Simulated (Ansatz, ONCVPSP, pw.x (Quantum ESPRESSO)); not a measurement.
# Ba (Z = 56): does the ONCV potential hold in the solid?

- Element: barium (Ba)
- Generator: ONCVPSP 4.0.1.1 (patched build)
- Type: optimised norm-conserving Vanderbilt (ONCV)
- Functional: PBE
- Relativity: scalar-relativistic
- Frozen core: [Kr] 4d10 5s2
- Valence charge: 8
- Reference configuration: 5p6 6s2
- Partial waves: 6s: rc 3.55 bohr, ncon 4, nbas 8, qcut 1.6 1/bohr, 2 projectors, debl 1.3 Ha; 5p: rc 2.80 bohr, ncon 4, nbas 7, qcut 5.6 1/bohr, 2 projectors, debl 2 Ha; d scattering state at 0.29 Ha: rc 3.05 bohr, ncon 4, nbas 8, qcut 3.4 1/bohr, 2 projectors, debl 1.4 Ha
- Local potential: polynomial inside 2.25 bohr (lpopt 3, dvloc0 2 Ha)
- Core correction: none

In the d channel the program set the typed energies aside and used 0.050, 1.450 Ha.

Atomic tests: cutoffs needed: 6.7 Ha and 9.9 Ha (the cutoffs (Ha) at which the residual kinetic energy of the hardest occupied pseudo-wave falls to 1 and 0.1 mHa per electron); ghost test: no bound ghost flagged; GHOST(+) flagged for s at 27.1 eV; largest excitation error: +37 meV (all-electron minus pseudo) for 5p6 6s0, out of 4 test configurations.

Crystal test: bcc Ba in pw.x 7.5, no spin, 9³ k-points, Fermi–Dirac smearing 0.01 Ry, cutoffs 35/140 Ry. The reference is all-electron LAPW (Ansatz 0.2.0) with the same functional, mesh and smearing; V0 and B0 come from Birch–Murnaghan fits to the pressures at five volumes. Errors are pseudo minus all-electron; Δ is the rms difference of the E(V) curves that follow from these fits, minima aligned, over ±6 % about the mean V0. Mesh and smearing are coarse, so the numbers serve the comparison and aren't converged zero-temperature values; the lattice is a test structure that the element need not adopt.

All-electron: a0 = 5.031 Å (V0 = 63.67 Å³/atom), B0 = 8.4 GPa.

How far does the potential miss the all-electron equation of state?

mean pressure error (GPa): +0.05; a0 (Å): 5.041; a0 error (%): +0.20; B0 error (%): +1.2; Δ (meV/atom): 0.7. The generator flags a localised state at positive energy (s at 27 eV).

| V (Å³/atom) | P all-electron (GPa) | P pseudo (GPa) |
| --- | --- | --- |
| 60.428 | 0.47 | 0.54 |
| 62.018 | 0.23 | 0.29 |
| 63.608 | 0.01 | 0.06 |
| 65.198 | -0.19 | -0.15 |
| 66.788 | -0.38 | -0.34 |

At the middle volume, how do free energy and pressure move when the wave cutoff is lowered (ecutrho kept at four times it)?

```tsv
cutoff (Ry)	shift of F (meV/atom)	shift of P (GPa)
16	+80.7	-0.75
21	+9.5	-0.17
28	+0.1	-0.00
```

The run at the middle volume (35 k-points, 6 iterations) took about 8.4 s on one core of a shared host (Neoverse-N1, 64 threads, 124 GiB, load 56).
